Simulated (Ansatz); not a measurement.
`C=C=C(F)Cl` + H₂ → `C=C=CCl` + H–F at 700 K and 1 bar (hydrogenolysis of a C–F bond).

Program: Ansatz. Geometries: PBE0-D4/def2-TZVP. ΔE: electronic, gas phase. CCSD(T)/CBS adds triple-zeta CCSD(T) − MP2 to the extrapolated MP2 energy (def2 sets, frozen cores). This one scheme is used for every species.

```json
{"species": "`C=C=C(F)Cl`", "CCSD(T)/CBS energy (Eh)": "-674.83932", "H − E (kJ/mol)": "160.5", "S (J/(mol·K))": "391.2"}
{"species": "H₂", "CCSD(T)/CBS energy (Eh)": "-1.17544", "H − E (kJ/mol)": "46.8", "S (J/(mol·K))": "155.3"}
{"species": "`C=C=CCl`", "CCSD(T)/CBS energy (Eh)": "-575.66547", "H − E (kJ/mol)": "174.5", "S (J/(mol·K))": "363.5"}
{"species": "H–F", "CCSD(T)/CBS energy (Eh)": "-100.39570", "H − E (kJ/mol)": "45.2", "S (J/(mol·K))": "198.5"}
```

H − E and S are ideal-gas, rigid-rotor, harmonic terms from PBE0-D4/def2-TZVP. The MP2-based limit puts H₂ 0.8 mEh under its directly extrapolated value; such offsets cancel only in part. 1 Eh = 2625.50 kJ/mol, R = 8.31446 J/(mol·K).

Question: By hand: ΔE, ΔH, ΔS and ΔG.

Answer: ΔE = (-575.66547) + (-100.39570) − (-674.83932) − (-1.17544) = -0.04641 Eh = -121.8 kJ/mol. Δ(H − E) = 174.5 + 45.2 − 160.5 − 46.8 = 12.4, so ΔH = -109.4 kJ/mol. ΔS = 363.5 + 198.5 − 391.2 − 155.3 = 15.5 J/(mol·K). ΔG = -109.4 − 700 × (15.5)/1000 = -120.2 kJ/mol.

Question: By hand: the equilibrium constant, and the temperature at which ΔG would vanish if ΔH and ΔS stayed fixed.

Answer: log₁₀ K = −ΔG/(RT ln 10) = 9.0. ΔH and −TΔS have one sign here, so there is no such temperature.

ΔH outweighs TΔS. A doubt of 5 kJ/mol in ΔE shifts log₁₀ K by 0.4 here. These are equilibria of isolated gas molecules and say nothing of rates. Largest T1 diagnostic: 0.013 (customary marks: 0.02 for closed shells, 0.045 for open ones).
